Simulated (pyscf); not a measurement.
PySCF, gas phase, ωB97X-D3(BJ)/def2-SVP geometries.

**Question.** What are the homolytic bond dissociation enthalpies (298 K) of H₂N–Si(Cl)(Cl)–Cl (SMILES N[Si](Cl)(Cl)Cl) at ωB97M-D3(BJ)/def2-TZVP, weakest first?

**Answer.** N–Si to NH₂• + Cl–Si•(Cl)–Cl: 111.0 kcal/mol; H–N to •HN–Si(Cl)(Cl)–Cl + H•: 112.7 kcal/mol; Cl–Si to H₂N–Si•(Cl)–Cl + Cl•: 112.8 kcal/mol. Ring and multiple bonds, and those that leave no two simple radicals, are not listed. Other isomers of •HN–Si(Cl)(Cl)–Cl, H₂N–Si•(Cl)–Cl were not searched in full and may lie lower. Left out: the spin-orbit lowering of Cl.
